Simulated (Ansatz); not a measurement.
`S[Si]Cl` and `N[Si]Cl` differ in one atom or group.

Ansatz, PBE0-D4/def2-TZVP geometries, multiplicity 1. Each molecule was computed in one conformer, which needn't be the lowest.

```json
{"property": "HOMO–LUMO gap (ωB97M-V/def2-TZVPP) / eV", "`S[Si]Cl`": "8.76"}
{"property": "LUMO energy (B3LYP/def2-TZVPP) / eV", "`S[Si]Cl`": "-2.63"}
{"property": "LUMO energy (ωB97M-V/def2-TZVPP) / eV", "`S[Si]Cl`": "-0.50"}
{"property": "LUMO energy (PBE0/def2-TZVPP) / eV", "`S[Si]Cl`": "-2.49"}
{"property": "LUMO energy (PBE/def2-TZVPP) / eV", "`S[Si]Cl`": "-3.23"}
{"property": "HOMO energy (PBE0/def2-TZVPP) / eV", "`S[Si]Cl`": "-7.24"}
```

Task: What does the change do to each property? (Estimate.)

Result: The calculation gave: 
```tsv
property	`N[Si]Cl`	shift
HOMO–LUMO gap (ωB97M-V/def2-TZVPP) / eV	9.69	0.93
LUMO energy (B3LYP/def2-TZVPP) / eV	-1.71	0.92
LUMO energy (ωB97M-V/def2-TZVPP) / eV	0.47	0.97
LUMO energy (PBE0/def2-TZVPP) / eV	-1.53	0.96
LUMO energy (PBE/def2-TZVPP) / eV	-2.33	0.90
HOMO energy (PBE0/def2-TZVPP) / eV	-7.12	0.12
```

With PBE0 the HOMO rises by 0.12 eV and the LUMO rises by 0.96 eV, so the gap widens by about 0.84 eV. PBE moves the HOMO by 0.14 eV and ωB97M-V by 0.03 eV. The zero-point energy changes by 43.0 kJ/mol with +3 modes.

B3LYP here is the variant with VWN-RPA as its local correlation; programs differ in this.
